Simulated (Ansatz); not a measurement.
Process, species as SMILES: [PH2] (PH2) → [PH2-] (an electron is taken up)
B3LYP-D3(BJ)/def2-TZVP geometries, fixed; electronic energies without zero-point terms; positive where energy is released.

Basis-set convergence of the adiabatic electron affinity at B3LYP with Ansatz (a first-principles code). Cartesian d functions, on some or all atoms, in 6-31G*, 6-31+G*, 6-311G**, 6-311+G**; all else is spherical. The program fits the integrals of some runs and decomposes those of others, by size. Open shells are unrestricted. No added dispersion term, no relativity. Functions are those of the species that has most. Reference: the value in aug-cc-pV(5+d)Z, 1.248 eV, itself unsure by roughly 0.048 eV (its mean distance from aug-pcseg-3, aug-cc-pV(Q+d)Z, def2-QZVPPD). Deviations are taken from unrounded values.

| basis | functions | adiabatic electron affinity (eV) |
|---|---|---|
| 6-31G* | 23 | 0.662 |
| 6-31+G* | 27 | 1.207 |
| def2-SVP | 28 | 0.381 |
| def2-SVPD | 40 | 0.748 |
| pcseg-1 | 28 | 0.962 |
| aug-pcseg-1 | 45 | 1.261 |
| cc-pV(D+d)Z | 33 | 0.499 |
| aug-cc-pV(D+d)Z | 50 | 1.240 |
| 6-311G** | 39 | 1.180 |
| 6-311+G** | 43 | 1.234 |
| def2-TZVP | 49 | 0.914 |
| def2-TZVPD | 61 | 1.013 |
| pcseg-2 | 62 | 1.030 |
| aug-pcseg-2 | 96 | 1.255 |
| cc-pV(T+d)Z | 67 | 0.860 |
| aug-cc-pV(T+d)Z | 101 | 1.246 |
| def2-TZVPP | 70 | 0.918 |
| def2-TZVPPD | 82 | 1.009 |
| cc-pV(Q+d)Z | 124 | 1.051 |
| aug-cc-pV(Q+d)Z | 181 | 1.245 |
| def2-QZVPP | 130 | 1.090 |
| def2-QZVPPD | 142 | 1.111 |
| pcseg-3 | 130 | 1.178 |
| aug-pcseg-3 | 187 | 1.252 |
| cc-pV(5+d)Z | 210 | 1.105 |
| aug-cc-pV(5+d)Z | 296 | 1.248 |

What the diffuse functions change, pair by pair:
- 6-31G* to 6-31+G*: 4 more functions, deviation -0.586 to -0.042 eV
- def2-SVP to def2-SVPD: 12 more functions, deviation -0.867 to -0.501 eV
- pcseg-1 to aug-pcseg-1: 17 more functions, deviation -0.287 to 0.013 eV
- cc-pV(D+d)Z to aug-cc-pV(D+d)Z: 17 more functions, deviation -0.749 to -0.008 eV
- 6-311G** to 6-311+G**: 4 more functions, deviation -0.068 to -0.014 eV
- def2-TZVP to def2-TZVPD: 12 more functions, deviation -0.334 to -0.235 eV
- pcseg-2 to aug-pcseg-2: 34 more functions, deviation -0.218 to 0.007 eV
- cc-pV(T+d)Z to aug-cc-pV(T+d)Z: 34 more functions, deviation -0.388 to -0.003 eV
- def2-TZVPP to def2-TZVPPD: 12 more functions, deviation -0.330 to -0.239 eV
- cc-pV(Q+d)Z to aug-cc-pV(Q+d)Z: 57 more functions, deviation -0.198 to -0.003 eV
- def2-QZVPP to def2-QZVPPD: 12 more functions, deviation -0.159 to -0.137 eV
- pcseg-3 to aug-pcseg-3: 57 more functions, deviation -0.070 to 0.004 eV
- cc-pV(5+d)Z to aug-cc-pV(5+d)Z: 86 more functions, deviation -0.143 to 0.000 eV

Leaving out the reference's own pair, they bring the value nearer the reference by more than 0.048 eV in 11 of 12 pairs.
